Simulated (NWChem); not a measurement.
System: hydrogen isocyanide (CHN); SMILES [C-]#[NH+]

Parts of the log:

```
             Northwest Computational Chemistry Package (NWChem) 7.3.0
             --------------------------------------------------------

 ORDER OF PRIMARY AXIS IS BEING SET TO 4
 C4V symmetry detected

                             Geometry "geometry" -> ""
                             -------------------------

 Output coordinates in angstroms (scale by  1.889725989 to convert to a.u.)

  No.       Tag          Charge          X              Y              Z
 ---- ---------------- ---------- -------------- -------------- --------------
    1 C                    6.0000     0.00000000     0.00000000     0.74109279
    2 N                    7.0000     0.00000000     0.00000000    -0.43037321
    3 H                    1.0000     0.00000000     0.00000000    -1.43394421

 Effective nuclear repulsion energy (a.u.)      24.1231686442

      Symmetry information
      --------------------

 Group name             C4v
 Group number             18
 Group order               8
 No. of unique centers     3

                                 NWChem DFT Module
                                 -----------------

 Summary of "ao basis" -> "ao basis" (spherical)
 ------------------------------------------------------------------------------
       Tag                 Description            Shells   Functions and Types
 ---------------- ------------------------------  ------  ---------------------
 C                           6-31g*                  6       14   3s2p1d
 N                           6-31g*                  6       14   3s2p1d
 H                           6-31g*                  2        2   2s

      Symmetry analysis of basis
      --------------------------

        a1         14
        a2          0
        b1          2
        b2          2
        e          12

            General Information
            -------------------
          SCF calculation type: DFT
          Wavefunction type:  closed shell.
          No. of atoms     :     3
          No. of electrons :    14
           Alpha electrons :     7
            Beta electrons :     7
          Charge           :     0
          Spin multiplicity:     1
          Use of symmetry is: on ; symmetry adaption is: on
          Maximum number of iterations: 150
          AO basis - number of functions:    30
                     number of shells:    14
          Convergence on energy requested:  1.00D-06
          Convergence on density requested:  1.00D-05
          Convergence on gradient requested:  5.00D-04

              XC Information
              --------------
                         B3LYP Method XC Potential
                     Hartree-Fock (Exact) Exchange  0.200
                        Slater Exchange Functional  0.800 local
                    Becke 1988 Exchange Functional  0.720 non-local
              Lee-Yang-Parr Correlation Functional  0.810
                  VWN I RPA Correlation Functional  0.190 local

             Grid Information
             ----------------
          Grid used for XC integration:  medium
          Radial quadrature: Mura-Knowles
          Angular quadrature: Lebedev.
          Tag              B.-S. Rad. Rad. Pts. Rad. Cut. Ang. Pts.
          ---              ---------- --------- --------- ---------
          C                   0.70       49           7.0       434
          N                   0.65       49           6.0       434
          H                   0.35       45           7.0       434
          Grid pruning is: on
          Number of quadrature shells:   143
          Spatial weights used:  Erf1

      Superposition of Atomic Density Guess
      -------------------------------------

 Sum of atomic energies:         -92.45222493

      Non-variational initial energy
      ------------------------------

 Total energy =     -93.103935
 1-e energy   =    -171.889791
 2-e energy   =      54.662687
 HOMO         =      -0.372990
 LUMO         =       0.063218

      Symmetry analysis of molecular orbitals - initial
      -------------------------------------------------

 !! scf_movecs_sym_adapt:    4 vectors were symmetry contaminated

  Symmetry fudging

 !! scf_movecs_sym_adapt:    2 vectors were symmetry contaminated

  Numbering of irreducible representations:

     1 a1          2 a2          3 b1          4 b2          5 e

  Orbital symmetries:

     1 a1          2 a1          3 a1          4 a1          5 e
     6 e           7 a1          8 e           9 e          10 a1
    11 a1         12 a1         13 e          14 e          15 a1
    16 e          17 e

     ---------------------------------------------
      Total Density - Mulliken Population Analysis
     ---------------------------------------------

    Atom       Charge   Shell Charges
 -----------   ------   -------------------------------------------------------
    1 C    6     5.87   2.00  0.81  1.43  0.97  0.61  0.06
    2 N    7     7.56   2.00  0.84  2.50  0.76  1.45  0.02
    3 H    1     0.57   0.39  0.18

   convergence    iter        energy       DeltaE   RMS-Dens  Diis-err
 ---------------- ----- ----------------- --------- --------- ---------
 d= 0,ls=0.0,diis     1    -93.3759670826 -1.17D+02  1.29D-02  1.66D-01
 d= 0,ls=0.0,diis     2    -93.3863160698 -1.03D-02  8.93D-03  6.32D-02
 d= 0,ls=0.0,diis     3    -93.3841898816  2.13D-03  4.35D-03  8.15D-02
 d= 0,ls=0.0,diis     4    -93.3933686441 -9.18D-03  3.33D-04  1.17D-04
 d= 0,ls=0.0,diis     5    -93.3933821076 -1.35D-05  8.13D-05  9.92D-06
  Resetting Diis
 d= 0,ls=0.0,diis     6    -93.3933835083 -1.40D-06  1.02D-05  1.57D-07
 d= 0,ls=0.0,diis     7    -93.3933835268 -1.85D-08  5.16D-06  8.14D-09

         Total DFT energy =      -93.393383526819
      One electron energy =     -173.168486438186
           Coulomb energy =       68.266911635431
    Exchange-Corr. energy =      -12.614977368308
 Nuclear repulsion energy =       24.123168644243

 Numeric. integr. density =       14.000000697613

                  Occupations of the irreducible representations
                  ----------------------------------------------

                     irrep           alpha         beta
                     --------     --------     --------
                     a1                5.0          5.0
                     a2                0.0          0.0
                     b1                0.0          0.0
                     b2                0.0          0.0
                     e                 2.0          2.0

                       DFT Final Molecular Orbital Analysis
                       ------------------------------------

 Vector    5  Occ=2.000000D+00  E=-3.713690D-01  Symmetry=e
              MO Center=  2.3D-16, -2.3D-16, -9.6D-02, r^2= 9.8D-01
   Bfn.  Coefficient  Atom+Function         Bfn.  Coefficient  Atom+Function
  ----- ------------  ---------------      ----- ------------  ---------------
    17      0.445831  2 N  px                21      0.303355  2 N  px
     3      0.282138  1 C  px                18     -0.274369  2 N  py
    22     -0.186688  2 N  py                 4     -0.173631  1 C  py
     7      0.112878  1 C  px                 8     -0.069466  1 C  py
    13      0.031871  1 C  d  1

 Vector    6  Occ=2.000000D+00  E=-3.713690D-01  Symmetry=e
              MO Center= -1.6D-16, -5.1D-17, -9.6D-02, r^2= 9.8D-01
   Bfn.  Coefficient  Atom+Function         Bfn.  Coefficient  Atom+Function
  ----- ------------  ---------------      ----- ------------  ---------------
    18      0.445831  2 N  py                22      0.303355  2 N  py
     4      0.282138  1 C  py                17      0.274369  2 N  px
    21      0.186688  2 N  px                 3      0.173631  1 C  px
     8      0.112878  1 C  py                 7      0.069466  1 C  px
    11     -0.031871  1 C  d -1

 Vector    7  Occ=2.000000D+00  E=-3.105023D-01  Symmetry=a1
              MO Center= -5.7D-16, -4.3D-16,  1.0D+00, r^2= 9.1D-01
   Bfn.  Coefficient  Atom+Function         Bfn.  Coefficient  Atom+Function
  ----- ------------  ---------------      ----- ------------  ---------------
     6      0.619399  1 C  s                  5      0.424123  1 C  pz
     2      0.272672  1 C  s                 20     -0.186106  2 N  s
     9      0.182528  1 C  pz                19     -0.173142  2 N  pz
     1     -0.154773  1 C  s                 16     -0.128313  2 N  s
    30      0.115941  3 H  s                 29      0.074360  3 H  s

 Vector    8  Occ=0.000000D+00  E= 2.878264D-02  Symmetry=e
              MO Center= -3.3D-17,  4.9D-18,  4.3D-01, r^2= 1.5D+00
   Bfn.  Coefficient  Atom+Function         Bfn.  Coefficient  Atom+Function
  ----- ------------  ---------------      ----- ------------  ---------------
     8      0.600602  1 C  py                22     -0.490799  2 N  py
     4      0.472492  1 C  py                18     -0.347410  2 N  py
     7      0.278135  1 C  px                21     -0.227286  2 N  px
     3      0.218808  1 C  px                17     -0.160883  2 N  px
    25      0.036368  2 N  d -1

 Vector    9  Occ=0.000000D+00  E= 2.878264D-02  Symmetry=e
              MO Center= -5.1D-15,  1.3D-14,  4.3D-01, r^2= 1.5D+00
   Bfn.  Coefficient  Atom+Function         Bfn.  Coefficient  Atom+Function
  ----- ------------  ---------------      ----- ------------  ---------------
     7      0.600602  1 C  px                21     -0.490799  2 N  px
     3      0.472492  1 C  px                17     -0.347410  2 N  px
     8     -0.278135  1 C  py                22      0.227286  2 N  py
     4     -0.218808  1 C  py                18      0.160883  2 N  py
    27     -0.036368  2 N  d  1

[...]
```

Level: B3LYP/6-31G* (spherical d). All runs use the structure optimised with PBE0/def2-SVP.

Question: Reconstruct the input file.

Answer: One answer among several that fit: the input that was run:
```
start job
memory heap 200 mb stack 900 mb global 1100 mb
geometry units angstroms noautoz
  C      0.000000     0.000000     0.743906
  N      0.000000     0.000000    -0.427560
  H      0.000000     0.000000    -1.431131
end
basis spherical
  * library 6-31g*
end
dft
  xc b3lyp
  iterations 150
  mulliken
end
task dft energy
```
